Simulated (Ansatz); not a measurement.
**Which is lower?**

Two relaxed structures of H₂S₂O, closed shell (PBE0-D4/def2-TZVP; forces vanish, vibrations not checked).

A:

O1  (-0.411, 0.476, -0.603)
S2  (-1.316, -0.765, 0.050)
S3  (0.658, 1.277, 0.396)
H4  (-0.414, -1.753, -0.126)
H5  (1.705, 0.439, 0.244)
(Å)

B:

```
5
angstrom
O -1.2913 -0.7716 0.0443
S -0.5525 0.4600 -0.7709
S 0.7440 1.3003 0.5254
H -0.7519 -1.5647 -0.0540
H 1.8517 0.5761 0.2552
```

Program: Ansatz 0.2.0. Basis: def2-TZVPP. Cores are frozen in the correlated methods. B3LYP uses VWN-RPA correlation.

Question: Which structure is lower at CCSD(T), and by how much? (To be estimated.)

Answer: The calculation gives: B, by 126.4 kJ/mol (electronic energy, against the other). By their contacts, A is H₂S₂O ([SH][O][SH]) and B is H₂S₂O ([OH][S][SH]).

All methods give the same order:

| method | E(B) − E(A) (kJ/mol) |
| --- | --- |
| PBE-D4 | -139.7 |
| r2SCAN-D4 | -141.7 |
| PBE0-D4 | -140.8 |
| B3LYP-D4 | -129.5 |
| wB97M-V | -130.2 |
| HF | -121.9 |
| MP2 | -134.9 |
| CCSD | -124.8 |
| CCSD(T) | -126.4 |

The T1 diagnostic stays at or below 0.016.

Labels in which every atom is bracketed show which atoms are joined, not bond orders.

For scale, one of the runs: CCSD(T)/def2-TZVPP, 143 basis functions, launched by `ansatz run in.yaml --threads 2 --pin off --events-out ev --progress --plain --max-ram 4352MiB`. Hardware: 2 CPU threads of an Intel Xeon, shared host. Wall time 56 s; peak host memory 0.79 GiB.
